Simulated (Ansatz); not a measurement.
Elements on the sites of an ideal bcc lattice, at a guessed lattice constant:

```
CELL_PARAMETERS angstrom
-5.00058 5.00058 -1.66686
-5.00058 -1.66686 5.00058
1.66686 5.00058 5.00058
ATOMIC_POSITIONS crystal
Al 0.80000 0.30000 0.30000
Ti 0.40000 0.40000 0.40000
Ti 0.90000 0.40000 0.90000
Ti 0.40000 0.90000 0.90000
Mo 0.20000 0.20000 0.20000
Mo 0.00000 0.50000 0.50000
Hf 0.00000 0.00000 0.00000
Hf 0.10000 0.60000 0.10000
Hf 0.10000 0.10000 0.60000
Hf 0.90000 0.90000 0.40000
Hf 0.60000 0.60000 0.60000
Hf 0.20000 0.70000 0.70000
Hf 0.80000 0.80000 0.80000
W 0.50000 0.50000 0.00000
W 0.60000 0.10000 0.10000
W 0.70000 0.70000 0.20000
W 0.30000 0.80000 0.30000
W 0.50000 0.00000 0.50000
W 0.70000 0.20000 0.70000
W 0.30000 0.30000 0.80000
```

Cell and atoms were relaxed without symmetry on coarser meshes and computed once more. The calculation used DFT PBE, scalar-relativistic, plane waves, PAW in Ansatz 0.2.0.

Settings: cutoff 420 eV, Γ-centred mesh 5×5×5 on the computed 20-atom cell, Gaussian smearing of 0.10 eV; no spin polarisation.

The relaxation ran on 2×2×2 (shifted) and then 3×3×3 k points with a smearing of 0.1 eV, from sites shaken by 0.02 Å.

Task: What does the relaxation give?

Result: A volume of 18.03 Å³/atom and no gap on the mesh. It lies 0.06 eV/atom above the elements' standard states (static lattices, no corrections for gases). The atoms leave their sites by 0.15 Å (root mean square) and 0.30 Å at most, and the cell stretches by up to 1.2 % at fixed volume.

```xyz
20
Lattice="-5.0049 5.0134 -1.6880 -4.9218 -1.6347 4.9210 1.6374 4.9386 4.9292" Properties=species:S:1:pos:R:3 pbc="T T T"
Al   -4.9942    4.9557    1.6374
Ti   -3.2155    3.2188    3.2020
Ti   -5.0416    8.0967    4.7608
Ti   -4.9511    4.9686    8.1596
Mo   -1.7540    1.7645    1.5495
Mo   -6.5816    6.6505    3.2033
Hf   -0.1521    0.0620    0.2469
Hf   -3.2305    0.0714    3.2772
Hf   -0.1022    3.2970    3.3032
Hf   -8.1460    5.0472    4.7945
Hf   -4.9710    5.0008    4.7939
Hf   -3.2551    3.2750    6.3619
Hf   -6.6392    6.7249    6.6685
W    -4.9794    1.7579    1.6134
W    -3.3298    3.3315    0.0108
W    -6.5537    3.1677    3.3083
W    -5.0894    1.6699    4.9134
W    -1.7570    4.9923    1.6441
W    -3.1740    6.6198    3.3091
W    -1.6645    5.1100    4.9394
```

Spin-orbit coupling is left out, which matters for the bands of heavy elements. Spin polarisation was left out, and a magnetic state may lie lower.

Cost: 2 runs of about 35 core-minutes in all (earlier runs that led there not counted), on Arm Neoverse V1 (shared hosts).